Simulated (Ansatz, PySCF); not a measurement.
System: CH4N, net charge 0, doublet state. It need not be the lowest isomer of its formula. 
Coordinates optimised at B3LYP-D3(BJ)/def2-TZVP (Ansatz, a program for electronic structure):
SMILES: C[NH]
```xyz
6

C      0.0571     0.6220     0.0514
N     -0.0053    -0.8134     0.0521
H     -0.9486     1.0689     0.0351
H     -0.5105    -1.0936    -0.7957
H      0.5859     0.9841     0.9335
H      0.5674     1.0026    -0.8464
```
Charge 0, spin multiplicity 2.

Dipole moments at this geometry, in debye (magnitudes).

```tsv
level	program	dipole (D)
PBE/def2-TZVPD	Ansatz	1.96
revPBE/def2-TZVPD	Ansatz	1.93
M06-L/def2-TZVPD	PySCF	(withheld)
B97M-V/def2-TZVPD	Ansatz	1.88
B3LYP/def2-TZVPD	Ansatz	1.97
PBE0/def2-TZVPD	Ansatz	1.95
BHLYP/def2-TZVPD	Ansatz	1.96
TPSSh/def2-TZVPD	PySCF	1.93
r2SCAN0/def2-TZVPD	Ansatz	1.94
CAM-B3LYP/def2-TZVPD	Ansatz	2.01
wB97M-V/def2-TZVPD	Ansatz	1.97
wB97X-V/def2-TZVPD	Ansatz	1.99
CCSD(T)/aug-cc-pVDZ	Ansatz	(withheld)
```

Question: Complete the blanks.

Answer: 
- M06-L/def2-TZVPD, dipole (D): 1.86
- CCSD(T)/aug-cc-pVDZ, dipole (D): 1.94
